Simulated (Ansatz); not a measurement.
# C2H3NO: the cost of one run

Program: Ansatz 0.2.0, Gaussian basis. Level of theory: PBE0-D4/def2-SVP. These are calculated values, not measurements.

## (1) The system as given

The start, displaced at random: 7 atoms, charge 0, spin multiplicity 1.

Atoms are counted from 1 here; the program's logs count them from 0.

Bond lengths: N1–C2 1.262 Å, N1–H5 0.988 Å, C2–C3 1.345 Å, C2–O4 1.246 Å, C3–O4 1.492 Å, C3–H7 1.155 Å. Angles: C2–N1–H5 125.8°, N1–C2–C3 155.4°, N1–C2–O4 130.7°, C3–C2–O4 70.2°, C2–C3–O4 51.8°, C2–C3–H7 120.3°, O4–C3–H7 105.5°, C2–O4–C3 58.0°.

Coordinates:

| atom | x (Å) | y (Å) | z (Å) |
| --- | --- | --- | --- |
| N1 | -0.8780 | 0.7415 | -0.1612 |
| C2 | -0.0600 | -0.1940 | 0.0590 |
| C3 | 1.1521 | -0.7762 | 0.0900 |
| O4 | -0.1807 | -1.4275 | -0.0729 |
| H5 | -1.6708 | 0.6899 | -0.7493 |
| H6 | -0.2000 | 1.9674 | -0.0822 |
| H7 | 1.5759 | -1.1858 | 1.0830 |

## (2) The relaxation

Input file run/in.yaml:

```yaml
crystal:
  periodic: [false, false, false]
  atoms:
    - {symbol: N, position_ang: [-0.878001, 0.741482, -0.161231]}
    - {symbol: C, position_ang: [-0.059988, -0.194038, 0.059001]}
    - {symbol: C, position_ang: [1.152080, -0.776207, 0.090046]}
    - {symbol: O, position_ang: [-0.180743, -1.427472, -0.072894]}
    - {symbol: H, position_ang: [-1.670822, 0.689932, -0.749345]}
    - {symbol: H, position_ang: [-0.200049, 1.967371, -0.082154]}
    - {symbol: H, position_ang: [1.575903, -1.185810, 1.083017]}
basis:
  gaussian: {orbitals: def2-SVP}
hamiltonian: {xc: pbe0, dispersion: d4}
relax: {f_tol: 0.05, max_steps: 80, max_displacement: 0.2}
```

Command:

```
> ansatz run in.yaml --threads 2 --pin off --events-out ev --progress --plain --max-ram 3481MiB
```

Q: Estimate wall time and peak memory on 2 threads of Intel Xeon at 2.50GHz, shared host.

About 56 s, with a peak of 0.15 GiB.
